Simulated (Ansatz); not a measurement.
# PH4 (quartet): from Hartree-Fock to the top rungs, def2-QZVPP

An exercise on one series of results from a longer session: the logs are not shown, and one member is left open.

Computed with Ansatz 0.2.0, Gaussian basis. Level: def2-QZVPP, core rule «outside noble gas», up to 5 orbitals frozen.

To be run: UHF; ROHF; CCSD(T) on UHF.

2 further runs of the same task are left out: 2 set aside as unsound or not needed.

## The system

The geometry is a PBE0/def2-TZVP stationary point (not a proven minimum) of the parent state, kept for this charge and spin.

5 atoms, charge 0, spin multiplicity 4.

Atoms are counted from 1 here; the program's logs count them from 0.

Bond lengths: P1–H2 1.519 Å, P1–H3 1.410 Å, P1–H4 1.410 Å, P1–H5 1.519 Å. Angles: H2–P1–H3 92.8°, H2–P1–H4 92.8°, H2–P1–H5 171.2°, H3–P1–H4 99.8°, H3–P1–H5 92.8°, H4–P1–H5 92.8°.

The first run:

Input file in.yaml:

```yaml
crystal:
  periodic: [false, false, false]
  atoms:
    - {symbol: P, position_ang: [0.045627, 0.000000, 0.000000]}
    - {symbol: H, position_ang: [0.161577, 0.000000, -1.514668]}
    - {symbol: H, position_ang: [-0.862630, 1.078238, 0.000000]}
    - {symbol: H, position_ang: [-0.862630, -1.078238, 0.000000]}
    - {symbol: H, position_ang: [0.161577, 0.000000, 1.514668]}
basis:
  gaussian: {orbitals: "def2-QZVPP.json"}
magnetization: {spin_polarized: true, initial_magnetization: 3}
hamiltonian: {xc: hf}
output: {orbitals: {seedname: orbitals}}
```

The run is started by

```console
$ ansatz run in.yaml --threads 1 --pin off --events-out ev --progress --plain --max-ram 2393MiB
```

Steps of the session up to this table: UHF; ROHF; CCSD(T) on UHF.

One table of the session follows, with a row left open; its other results are not shown here.

```
  method  from UCCSD(T) (kcal/mol)
    ROHF                   +147.96
     UHF                   +138.40
    UMP2                         ?
   UCCSD                     +5.75
UCCSD(T)                         0
```

**Question.** Estimate the row for UMP2.

The run gave: from UCCSD(T) (kcal/mol): +25.92. In the column «from UCCSD(T) (kcal/mol)» it lies between UCCSD (+5.75) and UHF (+138.40).
